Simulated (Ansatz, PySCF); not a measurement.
Breaking a bond: Cl2, singlet.

- UHF/cc-pVTZ (PySCF)
- RHF/cc-pVTZ (PySCF)
- UKS-wB97X-V = PySCF with unrestricted wB97X-V/cc-pVTZ
- RKS-wB97X-V = restricted wB97X-V/cc-pVTZ in PySCF 2.14.0
- UKS-BLYP = unrestricted BLYP/cc-pVTZ run with PySCF
- RKS-BLYP = restricted BLYP/cc-pVTZ in PySCF 2.14.0
- UKS-PBE0 = unrestricted PBE0/cc-pVTZ in PySCF
- RKS-PBE0 = restricted PBE0/cc-pVTZ in PySCF
- UKS-PBE = unrestricted PBE/cc-pVTZ in Ansatz (an electronic-structure program)
- RKS-PBE = restricted PBE/cc-pVTZ in Ansatz
- UKS-B3LYP/6-31G* = unrestricted B3LYP/6-31G*, spherical d (PySCF 2.14.0)
- RKS-B3LYP/6-31G* = restricted B3LYP/6-31G*, spherical d run with PySCF 2.14.0
- UKS-M06-2X/6-31G* = unrestricted M06-2X/6-31G*, spherical d (PySCF)
- RKS-M06-2X/6-31G* = restricted M06-2X/6-31G*, spherical d (PySCF 2.14.0)

Scanned distances (Å): 1.60, 1.68, 1.80, 1.87, 1.91, 1.98, 2.04, 2.08, 2.18, 2.31, 2.44, 2.65, 2.96, 3.30, 3.54, 3.94, 4.40, 4.81, 5.30, 5.99, 6.97, 7.88.

Where does the unrestricted solution first break spin symmetry (<S²> of 0.01 or more)?

UHF: between 2.08 and 2.18 Å; UKS-wB97X-V: between 2.44 and 2.65 Å; UKS-BLYP: between 2.44 and 2.65 Å; UKS-PBE0: between 2.44 and 2.65 Å; UKS-PBE: between 2.44 and 2.65 Å; UKS-B3LYP/6-31G*: between 2.44 and 2.65 Å; UKS-M06-2X/6-31G*: between 2.44 and 2.65 Å.

| R / Å | <S²> UHF | E(RHF) − E(UHF) / kJ/mol | <S²> UKS-wB97X-V | E(RKS-wB97X-V) − E(UKS-wB97X-V) / kJ/mol | <S²> UKS-BLYP | E(RKS-BLYP) − E(UKS-BLYP) / kJ/mol | <S²> UKS-PBE0 | E(RKS-PBE0) − E(UKS-PBE0) / kJ/mol | <S²> UKS-PBE | E(RKS-PBE) − E(UKS-PBE) / kJ/mol | <S²> UKS-B3LYP/6-31G* | E(RKS-B3LYP/6-31G*) − E(UKS-B3LYP/6-31G*) / kJ/mol | <S²> UKS-M06-2X/6-31G* | E(RKS-M06-2X/6-31G*) − E(UKS-M06-2X/6-31G*) / kJ/mol |
|---|---|---|---|---|---|---|---|---|---|---|---|---|---|---|
| 1.60 | 0.00 | 0.0 | 0.00 | 0.0 | 0.00 | 0.0 | 0.00 | 0.0 | 0.00 | 0.0 | 0.00 | 0.0 | 0.00 | 0.0 |
| 1.68 | 0.00 | 0.0 | 0.00 | 0.0 | 0.00 | 0.0 | 0.00 | 0.0 | 0.00 | 0.0 | 0.00 | 0.0 | 0.00 | 0.0 |
| 1.80 | 0.00 | 0.0 | 0.00 | 0.0 | 0.00 | 0.0 | 0.00 | 0.0 | 0.00 | 0.0 | 0.00 | 0.0 | 0.00 | 0.0 |
| 1.87 | 0.00 | 0.0 | 0.00 | 0.0 | 0.00 | 0.0 | 0.00 | 0.0 | 0.00 | 0.0 | 0.00 | 0.0 | 0.00 | 0.0 |
| 1.91 | 0.00 | 0.0 | 0.00 | 0.0 | 0.00 | 0.0 | 0.00 | 0.0 | 0.00 | 0.0 | 0.00 | 0.0 | 0.00 | 0.0 |
| 1.98 | 0.00 | 0.0 | 0.00 | 0.0 | 0.00 | 0.0 | 0.00 | 0.0 | 0.00 | 0.0 | 0.00 | 0.0 | 0.00 | 0.0 |
| 2.04 | 0.00 | 0.0 | 0.00 | 0.0 | 0.00 | 0.0 | 0.00 | 0.0 | 0.00 | 0.0 | 0.00 | 0.0 | 0.00 | 0.0 |
| 2.08 | 0.00 | 0.0 | 0.00 | 0.0 | 0.00 | 0.0 | 0.00 | 0.0 | 0.00 | 0.0 | 0.00 | 0.0 | 0.00 | 0.0 |
| 2.18 | 0.04 | 0.1 | 0.00 | 0.0 | 0.00 | 0.0 | 0.00 | 0.0 | 0.00 | 0.0 | 0.00 | 0.0 | 0.00 | 0.0 |
| 2.31 | 0.43 | 20.2 | 0.00 | 0.0 | 0.00 | 0.0 | 0.00 | 0.0 | 0.00 | 0.0 | 0.00 | 0.0 | 0.00 | 0.0 |
| 2.44 | 0.65 | 60.4 | 0.00 | 0.0 | 0.00 | 0.0 | 0.00 | 0.0 | 0.00 | 0.0 | 0.00 | 0.0 | 0.00 | 0.0 |
| 2.65 | 0.84 | 139.4 | 0.48 | 17.4 | 0.37 | 3.3 | 0.41 | 5.8 | 0.40 | 3.9 | 0.37 | 3.5 | 0.44 | 4.1 |
| 2.96 | 0.96 | 251.7 | 0.83 | 82.3 | 0.76 | 19.7 | 0.83 | 50.4 | 0.78 | 21.6 | 0.79 | 31.9 | 0.84 | 70.0 |
| 3.30 | 1.01 | 351.7 | 0.97 | 155.5 | 0.92 | — | 0.97 | 105.9 | 0.93 | 40.5 | 0.95 | 77.2 | 0.95 | 135.6 |
| 3.54 | 1.02 | 406.4 | 1.00 | 199.2 | 0.97 | — | 1.00 | 137.6 | 0.97 | 55.8 | 0.98 | 105.0 | 0.98 | 171.8 |
| 3.94 | 1.02 | 473.7 | 1.01 | 254.9 | 1.00 | — | 1.01 | 175.1 | 1.00 | 77.7 | 1.00 | 139.3 | 1.00 | 216.5 |
| 4.40 | 1.02 | 524.3 | 1.01 | 297.8 | 1.00 | — | 1.01 | 200.3 | 1.01 | 93.5 | 1.00 | 162.9 | 1.00 | 250.0 |
| 4.81 | 1.02 | 554.2 | 1.01 | 323.7 | 1.00 | — | 1.01 | 213.1 | 1.01 | 100.9 | 1.00 | 174.9 | 1.00 | 268.4 |
| 5.30 | 1.02 | 578.2 | 1.01 | 345.1 | 1.00 | — | 1.01 | 222.1 | 1.01 | 105.4 | 1.00 | 183.0 | 1.00 | 282.1 |
| 5.99 | 1.02 | 600.0 | 1.01 | 365.3 | 1.00 | — | 1.01 | 229.2 | 1.01 | 107.8 | 1.00 | 189.0 | 1.00 | 294.1 |
| 6.97 | 1.02 | 619.3 | 1.01 | 384.0 | 1.00 | — | 1.01 | 234.4 | 1.01 | 108.6 | 1.00 | 193.2 | 1.00 | 304.4 |
| 7.88 | 1.02 | 631.7 | 1.01 | 396.3 | 1.00 | — | 1.01 | 237.5 | 1.01 | 108.6 | 1.00 | 195.7 | 1.00 | 311.0 |

A dash means that the run gave no value there, or that the column was ended at a point which the program doubted or which failed a test of continuity chosen for this set; such a test can also cut sound points.
